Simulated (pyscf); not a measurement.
Single points on ωB97X-D3(BJ)/def2-SVP structures (PySCF, gas phase).

### Question
Estimate by transition-state theory the rate constant of HO–SiH(OH)–Cl + H• -> HO–Si•(OH)–Cl + H₂ (doublet surface; H–Si broken, H–H formed) at 600 K, with ωB97M-D3(BJ)/def2-TZVP energies (ideal gas, 1 atm, RRHO with modes under 100 cm⁻¹ raised to 100, one conformer, R ln 2 for rigid chiral ones; no tunnelling).

### Answer
The electronic barrier is 7.3 kcal/mol and the thermal terms add +11.0, so ΔG‡ = 18.4 kcal/mol. With k_BT/h = 1.25e+13 s⁻¹ and RT = 1.192 kcal/mol, and a volume of 8.18e-20 cm³ per molecule at 1 atm, k = 2.1e-13 cm³ molecule⁻¹ s⁻¹. Wigner's tunnelling factor for 1172i cm⁻¹ would be 1.33. A shift of 1 kcal/mol in the barrier changes k by a factor 2.3. One saddle was located; it need not be the lowest between these sides. The angle at the transferred H is 178°.
